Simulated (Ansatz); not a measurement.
We consider litharge PbO, described by rVV10 in Ansatz (plane waves, PAW).

Rigid layers of the crystal as relaxed at this level are moved apart or together:

```json
[
 {"run": "1", "k mesh": "8×8×8", "layer repeat (Å)": "4.72", "energy against free layers (meV/Å²)": "-25.75", "gap on the mesh (eV)": "1.028"},
 {"run": "2", "k mesh": "8×8×8", "layer repeat (Å)": "4.87", "energy against free layers (meV/Å²)": "-26.91", "gap on the mesh (eV)": "1.120"},
 {"run": "3", "k mesh": "8×8×8", "layer repeat (Å)": "5.02", "energy against free layers (meV/Å²)": "-27.16", "gap on the mesh (eV)": "1.220"},
 {"run": "4", "k mesh": "8×8×8", "layer repeat (Å)": "5.22", "energy against free layers (meV/Å²)": "-26.45", "gap on the mesh (eV)": "1.366"},
 {"run": "5", "k mesh": "8×8×6", "layer repeat (Å)": "5.52", "energy against free layers (meV/Å²)": "-23.97", "gap on the mesh (eV)": "1.597"},
 {"run": "6", "k mesh": "8×8×6", "layer repeat (Å)": "6.02", "energy against free layers (meV/Å²)": "-18.47", "gap on the mesh (eV)": "1.635"},
 {"run": "7", "k mesh": "8×8×6", "layer repeat (Å)": "7.02", "energy against free layers (meV/Å²)": "-9.24", "gap on the mesh (eV)": "1.599"},
 {"run": "8", "k mesh": "8×8×4", "layer repeat (Å)": "9.02", "energy against free layers (meV/Å²)": "-2.19", "gap on the mesh (eV)": "1.949"}
]
```

The lowest energy of these points lies at a layer repeat of 5.02 Å.

Spin–orbit coupling is not included.

Ansatz is a quantum-chemistry and plane-wave program.
